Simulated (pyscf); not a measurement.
**Routes from O=CH–OH + H₂O**

Candidate steps break at most two bonds and form at most two. Each was searched with GFN2-xTB (tblite) first. Structures and frequencies: ωB97X-D3(BJ)/def2-SVP in PySCF. Correlated levels are frozen-core, on RHF or UHF. ΔMP2 is the change of the MP2 total energy from the triple- to the quadruple-zeta basis. Energies: CCSD(T)/def2-TZVPP + ΔMP2(QZVPP), kcal/mol, from the separated reactants, singlet surface.

| products | type | ΔE‡ | ΔE | ΔG‡ 298 K | ΔG‡ 900 K | ν‡ (cm⁻¹) |
|---|---|---|---|---|---|---|
| O=CH–OH + H₂O | concerted two-bond exchange (H–O, H–O broken, H–O, H–O formed) | 5.1 | 0.0 | 14.5 | 37.8 | 1358i |
| H₂O + O=CH–OH | four-centre exchange (C–O, H–O broken, H–O, C–O formed) | 45.7 | 0.0 | 55.4 | 78.0 | 1313i |

Row 1: On the reactant side the descent ends in a bound adduct, 11.1 kcal/mol under the separated species and 14.0 kcal/mol under the saddle at ωB97X-D3(BJ)/def2-TZVP. On the product side the descent ends in a bound adduct, 11.1 kcal/mol under the separated species and 14.0 kcal/mol under the saddle at ωB97X-D3(BJ)/def2-TZVP. 

Plain bond fissions and candidates not yet searched are not listed, and one of them may be faster. Each barrier is that of the saddle found; lower ones may exist. The CCSD(T) − MP2 part came from Ansatz, without density fitting, on the same reference.
